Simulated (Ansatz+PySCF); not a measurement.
Values are calculated unless marked as measured or tabulated.
A run of PySCF 2.14.0 on singlet C4H4S at this shape:

```xyz
9

S     0.0000    0.0000    1.2844
C     0.0000    1.3339   -0.0033
C     0.0000   -1.3339   -0.0033
C     0.0000    0.7690   -1.3711
C     0.0000   -0.7690   -1.3711
H     0.0000    2.4660    0.3166
H     0.0000   -2.4660    0.3166
H     0.0000    1.4316   -2.3455
H     0.0000   -1.4316   -2.3455
```

Its results:

```json
{
 "Converged": "yes",
 "Reference energy": "-550.98748 hartree",
 "Correlation energy": "-0.67838 hartree",
 "Total energy": "-551.66586 hartree"
}
```

Q: Which input gives this output? Name the method, the orbitals and the basis set, and write the input.

A: RHF-MP2 in def2-SVP. An unrestricted run that stays on the closed shell gives the same numbers.

```python
from pyscf import gto, scf, mp

mol = gto.M(atom="""
S 0.000000 0.000000 1.284440
C 0.000000 1.333860 -0.003320
C 0.000000 -1.333860 -0.003320
C 0.000000 0.768980 -1.371120
C 0.000000 -0.768980 -1.371120
H 0.000000 2.466020 0.316590
H 0.000000 -2.466020 0.316590
H 0.000000 1.431590 -2.345480
H 0.000000 -1.431590 -2.345480
""", basis='def2-svp', charge=0, spin=0)
mf = scf.RHF(mol)
mf.kernel()
pt = mp.MP2(mf, frozen=9).run()
print(mf.e_tot, pt.e_corr, pt.e_tot)
```

Caution: an unrestricted determinant lies well below.
